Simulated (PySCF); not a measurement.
Several molecules and their computed UV-vis stick spectra, shuffled. Theory: TDDFT CAM-B3LYP/def2-SVPD, vertical, gas phase, core orbitals frozen in the response in PySCF. Geometries: GFN2-xTB; one conformer of each isolated species. Triplets are in the Tamm–Dancoff approximation.

A. `C(#C)c1cncpc1C=O` (C7H4NOP)
B. `N#CC1=CP=C(C=O)C=C1` (C7H4NOP)
C. `c1cocn1` (C3H3NO)
D. `CS` (CH4S)
E. `C=C1[Si@@H](O)CC[S@]1=O` (C4H8O2SSi)

Lowest singlet levels (six at most, fewer where fewer were computed) with oscillator strengths:

1. 362 nm (f 0.001); 294 nm (f 0.082); 277 nm (f 0.007); 270 nm (f 0.098); 241 nm (f 0.004); 219 nm (f 0.699); T1 2.74 eV
2. 377 nm (f 0.002); 364 nm (f 0.003); 314 nm (f 0.000); 312 nm (f 0.104); 266 nm (f 0.009); 251 nm (f 0.004); T1 2.75 eV
3. 252 nm (f 0.003); 219 nm (f 0.000); 207 nm (f 0.043); 194 nm (f 0.004); 186 nm (f 0.015); 182 nm (f 0.053); T1 4.27 eV
4. 191 nm (f 0.166); 190 nm (f 0.003); 175 nm (f 0.011); 164 nm (f 0.032); 156 nm (f 0.024); 155 nm (f 0.005); T1 4.25 eV
5. 228 nm (f 0.006); 203 nm (f 0.035); 171 nm (f 0.017); 166 nm (f 0.003); 163 nm (f 0.042); 148 nm (f 0.027); T1 5.04 eV

**Question.** Which spectrum belongs to which structure?

**Answer.** 1 = B, 2 = A, 3 = E, 4 = C, 5 = D.
- A: S1 at 3.29 eV, HOMO-2→LUMO (73%), HOMO-1→LUMO (17%); Löwdin shares by element: HOMO carbon 47% or more, phosphorus 19% (atoms not listed hold the other 34%); LUMO carbon 31% or more, phosphorus 19%, oxygen 14% (atoms not listed hold the other 36%); HOMO -8.78 and LUMO -2.09 eV; point group Cs, 1 of its 6 listed states under f = 0.0005.
- B: S1 at 3.42 eV, HOMO-1→LUMO (84%), HOMO-1→LUMO+2 (9%); Löwdin shares by element: HOMO carbon 44% or more, phosphorus 25% (atoms not listed hold the other 31%); LUMO carbon 26% or more, phosphorus 19%, oxygen 12% (atoms not listed hold the other 43%); HOMO -9.18 and LUMO -2.28 eV; point group Cs.
- C: S1 at 6.49 eV, HOMO→LUMO (96%); Löwdin shares by element: HOMO carbon 76%, nitrogen 10%; LUMO carbon 40% or more, oxygen 22%, nitrogen 14% (atoms not listed hold the other 24%); HOMO -8.71 and LUMO 0.87 eV; point group Cs.
- D: S1 at 5.44 eV, HOMO→LUMO (84%), HOMO→LUMO+4 (10%); Löwdin shares by element: HOMO sulfur 77%, carbon 12%, hydrogen 7% or more; LUMO sulfur 54%, hydrogen 19% or more, carbon 16%; HOMO -8.20 and LUMO 0.93 eV; point group Cs.
- E: S1 at 4.92 eV, HOMO→LUMO (89%); Löwdin shares by element: HOMO oxygen 42% or more, sulfur 29%, carbon 15% or more; LUMO carbon 60% or more, silicon 7%, sulfur 6% (atoms not listed hold the other 26%); HOMO -8.36 and LUMO 0.02 eV.
A and B have S1 within 0.13 eV of each other; their strongest listed levels stand at 3.97 eV (f 0.104) and 5.66 eV (f 0.699).
